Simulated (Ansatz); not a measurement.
Working through the interaction energy of a dimer with the counterpoise correction of P2

Program: the Ansatz DFT code, driven from Python.

Notebook, run cell by cell (the value of a cell's last expression is shown):

In [1]:
```python
import ansatz as az
```

In [2]:
```python
FIRST = [
    ('P', (0.0, 0.0, -1.065)),
    ('P', (0.0, 0.0, 1.065)),
]
SECOND = [
    ('P', (0.4562, -3.9405, -3.9731)),
    ('P', (0.661, -3.0182, -2.0641)),
]
```

In [3]:
```python
def energy(atoms, ghosts=()):
    molecule = az.Crystal.molecule()
    for symbol, xyz in atoms:
        molecule = molecule.atom(symbol, xyz)
    calc = (
        molecule.calculation()
        .basis(gaussian='cc-pVDZ')
        .correlation('MP2')
        .accuracy('medium')
        .scf(lower_state_search='light')
    )
    deck = calc.input()
    if ghosts:
        deck = deck.set(az.key.basis.gaussian.ghost_atoms, [{'symbol': s, 'position_ang': list(xyz)} for s, xyz in ghosts])
    return az.Session.from_dict(deck).plan().execute().report['free_energy_ev']
```

In [4]:
```python
both = energy(FIRST + SECOND)
alone = energy(FIRST) + energy(SECOND)
ghosted = energy(FIRST, SECOND) + energy(SECOND, FIRST)
print(f'dimer {both:.6f} eV')
print(f'interaction, uncorrected   {96.485332 * (both - alone):8.3f} kJ/mol')
print(f'interaction, counterpoise  {96.485332 * (both - ghosted):8.3f} kJ/mol')
print(f'basis-set superposition    {96.485332 * (alone - ghosted):8.3f} kJ/mol')
```
```text
dimer -37098.989569 eV
interaction, uncorrected      0.019 kJ/mol
interaction, counterpoise     4.096 kJ/mol
basis-set superposition       4.077 kJ/mol
```

Uncorrected it is 0.019 kJ/mol, with the counterpoise correction 4.096 kJ/mol; the difference, 4.08 kJ/mol, is the superposition error. In this basis both values are repulsive.

What to keep in mind:
- The settings weren't tested for convergence.
- The dimer is a generated trial pose of unrelaxed monomers, not a minimum, so the figure is no binding energy, and the basis set is small.
- The spin state was assumed, and another may lie lower.
- Run time: 3.8 s on 1 thread of Arm Neoverse V2, on a shared host, peak memory 0.21 GiB.

(Lines on the test bed's own set-up are left out of the output.)
